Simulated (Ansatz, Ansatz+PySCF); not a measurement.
```xyz
6

C    -0.0351   -0.0026   -0.7365
C    -0.0328   -0.0217    0.7973
O    -0.0158    1.0540   -1.3110
O     0.0160   -1.0932    1.3198
H    -0.0497   -0.9753   -1.2493
H    -0.0296    0.9972    1.2889
```

RHF-MP2 on singlet C₂H₂O₂ was run in several spherical basis sets with Ansatz (development build ahead of 0.2.0). Frozen core: 4 orbitals.

Rank the basis sets by the total energy that they give, lowest first, with the distance from the lowest.
A. 6-31G(d)
B. cc-pVTZ
C. 6-31G
D. def2-SVP
E. cc-pVDZ
F. def2-TZVP

F (0.00 eV), B (0.03 eV), E (5.96 eV), A (7.22 eV), D (11.34 eV), C (14.84 eV).

Totals follow the description of the cores as much as that of the bonds, so this order isn't one of quality for chemistry.
